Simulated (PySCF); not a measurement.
Job file and geometry (Å, from PBE0-D3(BJ)/def2-SVP) of an NMR shielding run on `[H][Al]([Cl])[Cl]`, AlCl2H, GIAO PBE/pcSseg-1 Al:pcSseg-2 NMR shielding, non-relativistic, gas phase in PySCF; density fitting, a coarse starting grid and PySCF grid level 2 are the driver's defaults:

```
{"job": {"kind": "nmr", "xc": "PBE", "basis": {"default": "pcSseg-1", "Al": "pcSseg-2"}, "pop": false}, "charge": 0, "multiplicity": 1}
Al    -0.079085    -0.126834    -0.001420
Cl     2.012736    -0.144127     0.018635
Cl    -1.036355     1.733650    -0.021231
H     -0.897287    -1.462689     0.004026
```

**Question.** What does the program print?

**Answer.** 
```
coarse grid: 5496 points
cycle   1  E = -1162.9742766056  dE =  9.233e-02  |g| = 3.707e-01  |ddm| = 1.860e+00
cycle   2  E = -1162.9201519449  dE =  5.412e-02  |g| = 6.011e-01  |ddm| = 1.030e+00
cycle   3  E = -1163.0130226973  dE = -9.287e-02  |g| = 5.546e-02  |ddm| = 6.513e-01
cycle   4  E = -1163.0139121971  dE = -8.895e-04  |g| = 1.910e-02  |ddm| = 8.983e-02
cycle   5  E = -1163.0140263427  dE = -1.141e-04  |g| = 2.336e-03  |ddm| = 2.108e-02
cycle   6  E = -1163.0140279155  dE = -1.573e-06  |g| = 8.373e-04  |ddm| = 4.592e-03
final grid: 40760 points
cycle   7  E = -1163.0295216628  dE = -2.095e-05  |g| = 4.600e-03  |ddm| = 9.414e-03
cycle   8  E = -1163.0295212506  dE =  4.122e-07  |g| = 3.630e-03  |ddm| = 6.871e-03
cycle   9  E = -1163.0295234977  dE = -2.247e-06  |g| = 8.610e-04  |ddm| = 4.505e-03
cycle  10  E = -1163.0295237075  dE = -2.098e-07  |g| = 2.205e-04  |ddm| = 1.110e-03
cycle  11  E = -1163.0295237203  dE = -1.284e-08  |g| = 1.678e-05  |ddm| = 2.446e-04
cycle  12  E = -1163.0295237204  dE = -4.638e-11  |g| = 5.059e-06  |ddm| = 1.620e-05
converged SCF energy = -1163.0295237204

GIAO shielding tensors (ppm)
atom      isotropic    diamagn.    paramagn.     s11        s22        s33       span
  0 Al     364.059     794.429    -430.370    338.332    362.287    391.558     53.225
  1 Cl     835.869    1148.443    -312.574    657.994    842.902   1006.709    348.715
  2 Cl     836.458    1148.437    -311.979    658.727    843.287   1007.359    348.632
  3 H       26.036      27.254      -1.219     21.740     24.045     32.323     10.583
```

**Question.** Turn these shieldings into chemical shifts. Chemical shifts δ = σref − σ; [Al(H2O)6]3+ for 27Al (σref 560.82); 35Cl (σref 933.68) vs HCl; 1H (σref 31.20) against TMS, all at this level.

**Answer.** Averaging equivalent atoms: Al 0: 196.8; Cl 1/2: 98; H 3: 5.16 ppm. 

Size and cost of the density-fitted run: 96 basis functions, 3.6 s wall time on 1 thread of an Arm Neoverse V1, shared host.
